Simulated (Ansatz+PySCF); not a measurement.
Two shapes of singlet CH3BO.

Shape 1:

```xyz
6

B     0.0000    0.0000   -1.3364
C     0.0000    0.0000    0.1827
O     0.0000    0.0000    1.3146
H     0.0000   -1.1811   -1.6437
H    -1.0229    0.5906   -1.6437
H     1.0229    0.5906   -1.6437
```

Shape 2:

```xyz
6

B     0.0000    0.0000   -1.4433
C     0.0000    0.0000    0.1973
O     0.0000    0.0000    1.4198
H     0.0000   -1.2756   -1.7751
H    -1.1047    0.6378   -1.7751
H     1.1047    0.6378   -1.7751
```

Basis set: def2-SVP (spherical functions). Left uncorrelated: 3 orbitals. Charge 0, multiplicity 1.

Computed with Ansatz (development build ahead of 0.2.0); each method stands on the lowest determinant of its kind that the runs found.

Question: Which shape is lower in energy, and by how much in each method?

Answer:

| method | E(2) − E(1) (eV) |
| --- | --- |
| UHF | 1.114 |
| UHF-MP2 | 0.713 |
| RHF-CCSD | 0.787 |
| UHF-CCSD | 0.787 |
| RHF-CCSD(T) | 0.702 |

Shape 1 is lower.
